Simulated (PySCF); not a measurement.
Computed with PySCF, delta-SCF UKS SCAN, pcX-2 on the ionised atom, pcseg-1 elsewhere, spin-free X2C. Geometries: PBE0-D3(BJ)/def2-SVP; isolated species, one conformer each. Values against the vacuum level.

Task: Rank by computed C 1s binding energy, lowest first.
A. C5 in `[CH3:1][CH2:2][NH:3][c:4]1[cH:5][cH:6][cH:7][cH:8][cH:9]1`
B. C4 in `[CH3:1][C@@H:2]([OH:3])[c:4]1[cH:5][cH:6][cH:7][cH:8][cH:9]1`
C. C6 in `[N:1]#[C:2][C@@H:3]1[CH2:4][CH2:5][C@H:6]2[CH2:7][C@@H:8]1[CH2:9]2`
D. C5 in `[SiH3:1][Si:2]([SiH3:3])([SiH3:4])[CH:5]1[CH2:6][CH2:7][CH2:8]1`

Result: A (289.57 eV), D (289.89 eV), B (290.20 eV), C (290.75 eV).

The highest is bonded to 3 C and H, the lowest to 2 C (aromatic in the SMILES) and H; the range is 1.18 eV.

1 of these hole states is spin-contaminated (⟨S²⟩ 0.85, against 0.75; counted from 0.85) and less certain.
